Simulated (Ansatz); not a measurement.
**PBE0/cc-pVDZ run of C2F3N (SMILES N#CC(F)(F)F)**

Aim: the energy change on altering one bond length of C2F3N at PBE0/cc-pVDZ, from 2 runs. 

The calculation is run with Ansatz 0.2.0.

51 further runs of the same task are left out: 12 that didn't finish, 39 set aside as unsound or not needed.

## 1. The molecule

C2F3N: 6 atoms, total charge 0, spin state singlet. As SMILES, `N#CC(F)(F)F`. The shape is that of a PBE0-D4/def2-TZVP optimisation.

Bond lengths: N1–C2 1.146 Å, C2–C3 1.481 Å, C3–F4 1.326 Å, C3–F5 1.326 Å, C3–F6 1.326 Å. Angles: N1–C2–C3 180.0°, C2–C3–F4 110.1°, C2–C3–F5 110.1°, C2–C3–F6 110.1°, F4–C3–F5 108.8°, F4–C3–F6 108.8°, F5–C3–F6 108.8°.

## 2. The energy at PBE0/cc-pVDZ

job.yaml

```yaml
crystal:
  periodic: [false, false, false]
  atoms:
    - {symbol: "N", position_ang: [1.022100, -1.705100, 0.893500]}
    - {symbol: C, position_ang: [0.486200, -0.810600, 0.417800]}
    - {symbol: C, position_ang: [-0.206400, 0.345600, -0.197200]}
    - {symbol: F, position_ang: [-1.316000, -0.055800, -0.802300]}
    - {symbol: F, position_ang: [0.581500, 0.927000, -1.091500]}
    - {symbol: F, position_ang: [-0.525200, 1.234800, 0.733600]}
basis:
  gaussian:
    orbitals: cc-pVDZ
hamiltonian:
  xc: {name: PBE0}
accuracy: high
output: {orbitals: {seedname: orbitals}}
```

Launch:

```console
$ ansatz run job.yaml --threads 1 --pin off --max-ram 3480MiB --events-out events.jsonl --progress --plain --runs-dir runs
```

Output:

```text
Warning: RAYON_NUM_THREADS=1 ignored (pool sized by the plan → 1); use --threads N
Functional definition: PBE0
  name "PBE0"
  parameter a = 0.25
  parameter kappa = 0.804
  parameter beta = 0.06672455060314922
  exchange = (1 - a)*pbe_x(kappa = kappa, mu = beta*pi^2/3) + a*exact_x
  correlation = pbe_c(beta = beta)
1829 factors; integrals over basis functions are off by at most 2.6e-9 eV
mean field evaluation 1: about -11697.6801 eV, gradient 4.9e1 eV
mean field evaluation 2: about -11686.9947 eV, gradient 8.8e1 eV
mean field evaluation 4: about -11702.0130 eV, gradient 4.1e0 eV
mean field evaluation 8: about -11702.3084 eV, gradient 3.3e-1 eV
mean field evaluation 16: about -11702.3086 eV, gradient 8.3e-6 eV
mean field -11702.30858669 eV, -430.0519084514 hartree, gradient 1.6e-8 eV, S^2 0.000000; 0 other end points of the search recorded, 0 dependent functions left out
reference -11702.30858790 eV, -430.0519084958 hartree; 23, 23 occupied and 61, 61 virtual orbitals, 1829 factors
Total energy: -11702.30858790 eV, -430.0519084958 hartree
```

Run time: 9.9 s. Hardware: 1 thread of Arm Neoverse N1, shared host; peak memory 0.26 GiB.

## 3. The distorted shape

in.yaml

```yaml
crystal:
  periodic: [false, false, false]
  atoms:
    - {symbol: "N", position_ang: [0.391786, -2.170216, 1.608934]}
    - {symbol: C, position_ang: [-0.144114, -1.275716, 1.133234]}
    - {symbol: C, position_ang: [-0.836714, -0.119516, 0.518234]}
    - {symbol: F, position_ang: [-1.946314, -0.520916, -0.086866]}
    - {symbol: F, position_ang: [0.581500, 0.927000, -1.091500]}
    - {symbol: F, position_ang: [-1.155514, 0.769684, 1.449034]}
basis:
  gaussian: {orbitals: cc-pVDZ}
output: {orbitals: {seedname: orbitals}}
accuracy: high
hamiltonian: {xc: pbe0}
```

Launch:

```console
$ ansatz run in.yaml --threads 1 --pin off --max-ram 3480MiB --events-out events.jsonl --progress --plain --runs-dir runs
```

Output (excerpt; [...] marks lines left out):

```text
Warning: RAYON_NUM_THREADS=1 ignored (pool sized by the plan → 1); use --threads N
[... 7 set-up lines as earlier in the session ...]
1772 factors; integrals over basis functions are off by at most 2.8e-9 eV
mean field evaluation 1: about -11687.4781 eV, gradient 6.5e1 eV
mean field evaluation 2: about -11321.4090 eV, gradient 2.7e2 eV
mean field evaluation 4: about -11691.6257 eV, gradient 5.4e1 eV
mean field evaluation 8: about -11697.2939 eV, gradient 3.4e-1 eV
mean field evaluation 16: about -11697.5235 eV, gradient 3.5e-3 eV
mean field -11697.52351098 eV, -429.8760601622 hartree, gradient 3.8e-8 eV, S^2 0.000000; 0 other end points of the search recorded, 0 dependent functions left out
reference -11697.52351224 eV, -429.8760602086 hartree; 23, 23 occupied and 61, 61 virtual orbitals, 1772 factors
Total energy: -11697.52351224 eV, -429.8760602086 hartree
```

Run time: 10 s. Hardware: 1 thread of Arm Neoverse N1, shared host; peak memory 0.25 GiB.

## 4. What came out

Level: PBE0/cc-pVDZ.

| quantity | value |
| --- | --- |
| first shape: total energy | -430.05191 Eh |
| first shape: HOMO energy | -10.93 eV |
| first shape: LUMO energy | -0.46 eV |
| first shape: HOMO–LUMO gap | 10.46 eV |
| distorted shape: total energy | -429.87606 Eh |
| distorted shape: HOMO energy | -9.42 eV |
| distorted shape: LUMO energy | -5.59 eV |
| distorted shape: HOMO–LUMO gap | 3.84 eV |
| energy change with the C3–F5 bond stretched from 1.326 to 2.387 Å | 4.785 eV |

In words: One bond (distorted shape) is far stretched, which a spin-restricted single reference describes badly; a broken-symmetry solution may lie lower. With the C3–F5 bond stretched from 1.326 to 2.387 Å the energy rises by 4.79 eV (110 kcal/mol). The first shape isn't relaxed at this level, so the change isn't measured from a minimum. A restricted reference can't describe the breaking bond well at this length.
